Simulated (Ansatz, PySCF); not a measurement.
Gas-phase enthalpy of formation at 298 K, by the atomisation route, of N (NH3) (SMILES; NH3, azane). Geometries: B3LYP-D3(BJ)/def2-TZVP minima from Ansatz (a first-principles code). Correlated levels leave the core frozen unless marked. UHF or UKS for open shells. Spin-orbit coupling is left out. Non-relativistic. CBS(X,Y): correlation extrapolated as X^-3; Hartree-Fock from the larger set (for Q and 5 zeta extrapolated as (X+1)exp(-9√X)). Thermal terms are rigid-rotor harmonic-oscillator values from B3LYP-D3(BJ) frequencies (PySCF) at 298.15 K and 1 atm. 1 Eh = 627.5095 kcal/mol.

| species | count | E, CCSD(T)/CBS(cc-pVQZ,cc-pV5Z) (Ansatz) (Eh) | E, PBE/def2-TZVPD (Ansatz) (Eh) | measured ΔHf at 0 K (kcal/mol) | H(298) - H(0) of the element (kcal/mol) |
|---|---|---|---|---|---|
| N (NH3) | 1 | -56.50471 | -56.51037 | - | - |
| H atom | 3 | -0.50000 | -0.49962 | 51.63 | 1.01 |
| N atom | 1 | -54.53058 | -54.53224 | 112.53 | 1.04 |

Molecule: zero-point energy 21.44, H(298) - H(0) 2.39 kcal/mol. The route leaves out scalar relativity and anharmonic zero-point terms, and in the frozen-core level the core correlation. Atomic data: G2/97 table in ASE.

Q: Work out De, D0 and ΔHf at 0 and 298 K at both levels, and their errors against the measured value.

A: 
The atoms' values sum to 267.42 (0 K) and 4.07 (thermal), in kcal/mol.
- CCSD(T)/CBS(cc-pVQZ,cc-pV5Z): De = 297.52; D0 = 297.52 - 21.44 = 276.08; ΔHf(0 K) = 267.42 - 276.08 = -8.66; ΔHf(298 K) = -8.66 + 2.39 - 4.07 = -10.34; error +0.6.
- PBE/def2-TZVPD: De = 300.75; D0 = 300.75 - 21.44 = 279.31; ΔHf(0 K) = 267.42 - 279.31 = -11.89; ΔHf(298 K) = -11.89 + 2.39 - 4.07 = -13.57; error -2.7.
Measured: -10.9 kcal/mol (Active Thermochemical Tables 1.112 (ions: stationary electron), as tabulated in the package chemicals).
